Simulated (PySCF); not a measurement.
# SiH2O (SMILES O[SiH]), step by step

Aim: a geometry optimisation (B1LYP/STO-6G), then a single-point energy (DF-CCSD(T)/jorge-DZP-DKH), then the charge distribution (SPW92/def2-TZVPD) of SiH2O. The job is set up through a Python script.

Program for the calculation: PySCF 2.14.0.

1 further run of the same task is left out (for a faulty analytic Hessian).

## (1) Starting point

The species is SiH2O (4 atoms), meant as a singlet with charge 0. SMILES: `O[SiH]`. Geometry: a rough force-field guess. The run starts from this shape.

Bond lengths: O1–Si2 1.703 Å, O1–H3 0.881 Å, Si2–H4 1.425 Å. Angles: O1–Si2–H4 111.7°, Si2–O1–H3 118.8°.

## (2) A structure relaxation at B1LYP/STO-6G (COSMO water) (run 1)

Contents of input.xyz:

```xyz
4
H2OSi
O      0.139400    -0.843600     0.288100
Si     0.117000     0.805600    -0.135500
H      0.767100    -1.132200     0.834600
H     -0.968100     1.110000    -1.007500
```

Contents of job.py:

```python
from pyscf import gto, dft, solvent
from pyscf.geomopt.geometric_solver import kernel as optimise

molecule = gto.M(
    atom='input.xyz',
    verbose=3,
    basis='sto-6g',
    max_memory=1860,
    cart=True,
)

mf = dft.RKS(molecule)
mf.xc = 'b1lyp'
mf = mf.PCM()
mf.with_solvent.method = 'COSMO'
mf.with_solvent.eps = 78.3553
converged, mol_eq = optimise(mf, maxsteps=100)
print('converged:', converged)
print(mol_eq.tostring())

mf.reset(mol_eq)
molecule = mol_eq
mf.kernel()
etot = mf.e_tot
print(f'total energy: {etot:.8f} hartree')
```

Command:

```bash
OMP_NUM_THREADS=1 python job.py
```

Log:

```text
maxiter                   100
[... 38 lines left out ...]
WARN: Mole.unit (angstrom) is changed to Bohr
[... 13 lines left out ...]
Step    0 : Gradient = 1.619e-01/2.422e-01 (rms/max) Energy = -364.3880808677
[... 33 lines left out ...]
WARN: PCM is an experimental feature. It is still in testing.
[... 25 lines left out ...]
converged SCF energy = -364.435857097225
[... 42 lines left out ...]
WARN: PCM is an experimental feature. It is still in testing.
[... 25 lines left out ...]
converged SCF energy = -364.435888504595
[... 33 lines left out ...]
Converged! =D
[... 1 line left out ...]
converged: True
O           0.01543891       -0.76541312        0.18367451
Si          0.24275672        0.88090033       -0.05769731
H           0.74853169       -1.09345184        0.80704447
H          -0.95293971        0.91891319       -0.95144722

WARN: PCM is an experimental feature. It is still in testing.
Features and APIs may be changed in the future.

converged SCF energy = -364.43588854447
total energy: -364.43588854 hartree
```

Wall time 63 s (1 thread of Intel Xeon at 2.50GHz (Skylake/Cascade Lake), shared host); peak memory 0.28 GiB.

Steps, from the record of the run:

```csv
step,energy from the first frame kept (eV),largest force (eV/Å)
0,0.0000,12.4555
1,-1.1555,2.9676
2,-1.2698,1.1645
3,-1.3001,0.1860
4,-1.3008,0.0410
5,-1.3008,0.0303
6,-1.3009,0.0015
7,-1.3009,0.0009
```

After the run. Bond lengths: O1–Si2 1.679 Å, O1–H3 1.017 Å, Si2–H4 1.493 Å. Angles: O1–Si2–H4 90.1°, Si2–O1–H3 107.9°.

## (3) A single-point energy at DF-CCSD(T)/jorge-DZP-DKH (sfX2C) (run 3)

Contents of input.py:

```python
from pyscf import gto, cc

mol = gto.Mole()
mol.atom = [
    ('O', (0.015439, -0.765413, 0.183675)),
    ('Si', (0.242757, 0.880900, -0.057697)),
    ('H', (0.748532, -1.093452, 0.807044)),
    ('H', (-0.952940, 0.918913, -0.951447)),
]
mol.spin = 0
mol.max_memory = 1860
mol.verbose = 4
mol.basis = 'jorge-dzp-dkh'
mol.charge = 0
mol.build()

calc0 = mol.RHF()
calc0 = calc0.sfx2c1e()
calc0.kernel()

mycc = cc.CCSD(calc0).density_fit()
mycc.kernel()
e_t = mycc.ccsd_t()
e_tot = mycc.e_tot + e_t
print(f'total energy: {e_tot:.8f} hartree')
```

Command:

```bash
OMP_NUM_THREADS=1 python input.py
```

Log:

```text
PySCF version 2.14.0

[... 62 lines left out ...]
converged SCF energy = -365.603786341027
[... 14 lines left out ...]
WARN: Even tempered Gaussians are generated as DF auxbasis for  H O Si
[... 27 lines left out ...]
WARN: Even tempered Gaussians are generated as DF auxbasis for  H O Si
[... 1 line left out ...]
Init t2, MP2 energy = -365.975817928577  E_corr(MP2) -0.372031587550091
[... 13 lines left out ...]
RCCSD converged
[... 2 lines left out ...]
total energy: -366.00784837 hartree
```

Run time: 11 s. Hardware: 1 thread of Intel Xeon at 2.50GHz (Skylake/Cascade Lake), shared host; peak memory 0.18 GiB.

## (4) The charge distribution at SPW92/def2-TZVPD (run 4)

Contents of geometry.xyz:

```xyz
4

O      0.015439    -0.765413     0.183675
Si     0.242757     0.880900    -0.057697
H      0.748532    -1.093452     0.807044
H     -0.952940     0.918913    -0.951447
```

Contents of run.py:

```python
import numpy
from pyscf import gto, scf, dft, lo

mol = gto.Mole()
mol.atom = 'geometry.xyz'
mol.basis = 'def2-tzvpd'
mol.max_memory = 1860
mol.verbose = 4
mol.build()

mf = dft.RKS(mol)
mf.xc = 'spw92'
mf.kernel()

e_final = mf.e_tot
print('Final energy', e_final)
mf.analyze()
quad = mf.quad_moment()
occ = mf.mo_coeff[:, mf.mo_occ > 0]
iaos = lo.vec_lowdin(lo.iao.iao(mol, occ), mf.get_ovlp())
c = iaos.T @ mf.get_ovlp() @ occ
pop_iao, q_iao = scf.hf.mulliken_pop(lo.iao.reference_mol(mol), (c * mf.mo_occ[mf.mo_occ > 0]) @ c.T, numpy.eye(c.shape[0]), verbose=0)
print('IAO charges', numpy.round(q_iao, 4))
```

Command:

```bash
OMP_NUM_THREADS=1 python run.py
```

Log:

```text
PySCF version 2.14.0

[... 83 lines left out ...]
Two-electron Energy =                  190.852524190341910
[... 14 lines left out ...]
MO #11  energy= -0.326697814881009 occ= 2
[... 12 lines left out ...]
MO #24  energy= 0.13596951111288   occ= 0
[... 12 lines left out ...]
MO #37  energy= 0.321731002908579  occ= 0
[... 12 lines left out ...]
MO #50  energy= 0.766379166178957  occ= 0
[... 12 lines left out ...]
MO #63  energy= 1.2642235842965    occ= 0
[... 12 lines left out ...]
MO #76  energy= 2.24253393427324   occ= 0
[... 12 lines left out ...]
MO #89  energy= 5.23373376121657   occ= 0
[... 120 lines left out ...]
Dipole moment(X, Y, Z, Debye):  0.85893, -0.26819,  0.70145
[... 2 lines left out ...]
IAO charges [-0.6886  0.4434  0.3601 -0.1149]
```

Run time: 11 s. Hardware: 1 thread of Intel Xeon at 2.50GHz (Skylake/Cascade Lake), shared host; peak memory 0.34 GiB.

Atomic charges (e):

```csv
atom,Mulliken,IAO
O1,-0.384,-0.689
Si2,+0.071,+0.443
H3,+0.353,+0.360
H4,-0.041,-0.115
```

## (5) Outcome

| quantity | value |
| --- | --- |
| run 1, B1LYP/STO-6G: total energy at the end | -364.43589 Eh |
| run 1, B1LYP/STO-6G: dipole moment | 1.71 D |
| run 1, B1LYP/STO-6G: HOMO energy | -2.98 eV |
| run 1, B1LYP/STO-6G: LUMO energy | 2.72 eV |
| run 1, B1LYP/STO-6G: HOMO–LUMO gap | 5.70 eV |
| run 1, B1LYP/STO-6G: solvent term in the energy | -13.5 kJ/mol |
| run 3, DF-CCSD(T)/jorge-DZP-DKH: total energy | -366.00785 Eh |
| run 3, DF-CCSD(T)/jorge-DZP-DKH: dipole moment (Hartree–Fock density) | 1.36 D |
| run 3, DF-CCSD(T)/jorge-DZP-DKH: HOMO energy (Hartree–Fock orbitals) | -9.18 eV |
| run 3, DF-CCSD(T)/jorge-DZP-DKH: LUMO energy (Hartree–Fock orbitals) | 1.17 eV |
| run 3, DF-CCSD(T)/jorge-DZP-DKH: HOMO–LUMO gap (Hartree–Fock orbitals) | 10.34 eV |
| run 3, DF-CCSD(T)/jorge-DZP-DKH: correlation energy | -404.1 mEh |
| run 3, DF-CCSD(T)/jorge-DZP-DKH: (T) correction | -8.79 mEh |
| run 3, DF-CCSD(T)/jorge-DZP-DKH: T1 diagnostic | 0.014 |
| run 4, SPW92/def2-TZVPD: total energy | -364.23476 Eh |
| run 4, SPW92/def2-TZVPD: dipole moment | 1.14 D |
| run 4, SPW92/def2-TZVPD: HOMO energy | -5.60 eV |
| run 4, SPW92/def2-TZVPD: LUMO energy | -3.18 eV |
| run 4, SPW92/def2-TZVPD: HOMO–LUMO gap | 2.42 eV |

What this shows: The optimisation (run 1, B1LYP/STO-6G) took 7 steps and changed the energy by -1.301 eV. The triples (run 3, DF-CCSD(T)/jorge-DZP-DKH) make up 2.2 % of the correlation energy.
